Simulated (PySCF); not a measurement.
## State search for NO⁺

Unrestricted PBE0; basis N pcseg-2, O pcseg-2; no relativity; PySCF 2.14. Outer shells of the fragments: N 2s2 2p3; O+ 2s2 2p3.

Followed along the bond (rough minima from three points):

```
2Ms+1  unpaired  ⟨S²⟩ at the start  R at minimum (Å)  Te (eV)
    1      none               0.29              1.06     0.00
    3      π ↑↑               2.01              1.27     6.60
    5    π ↑↑↑↑               6.02  none in the scan   ≤ 9.15
```

Solutions found at the starting distance of 1.355 Å, counted from the lowest of them; the search is not exhaustive and high or unbound solutions are not listed, so other states can lie among these:

| 2Ms+1 | unpaired | term | E (eV) | ⟨S²⟩ | ⟨Lz²⟩ | μ (D) |
| --- | --- | --- | --- | --- | --- | --- |
| 1 | none | ¹Σ⁺ | 0.00 | 0.29 | 0.00 | -0.90 |
| 3 | π ↑↑ | mixed | 2.86 | 2.01 | 2.01 | -0.51 |
| 3 | π ↑↑ | mixed | 3.82 | 2.01 | 2.00 | -0.75 |
| 1 | π ↑↓ | mixed | 4.08 | 1.00 | 2.01 | -0.85 |
| 3 | σ ↑, π ↑ | ³Π | 4.32 | 2.25 | 1.01 | -1.50 |
| 5 | π ↑↑↑↑ | ⁵Σ⁺ | 6.04 | 6.02 | 0.00 | 1.10 |
| 5 | σ ↑, π ↑↑↑ | ⁵Π | 6.25 | 6.01 | 1.00 | -1.14 |

A term symbol is given only where ⟨S²⟩ and ⟨Lz²⟩ are close to those of a pure state; real π, δ and φ orbitals otherwise mix terms. A positive dipole points towards O; it is taken about the centre of mass and depends on that origin.

Problem. Compare the gap between the two lowest followed solutions at the starting distance with the gap between their minima.

Solution. At PBE0 the second solution (triplet, unpaired electrons π ↑↑) lies +2.86 eV from the first (singlet, closed shell) at 1.355 Å and +6.60 eV at the minima; the two curves relax by different amounts, since their minima lie near 1.27 and 1.06 Å.

The measured ground state is X ¹Σ+ (Huber and Herzberg, Constants of Diatomic Molecules (1979)).

Counting both spins, an empty level lies below a filled one in some of these solutions, because spin and occupation are held.
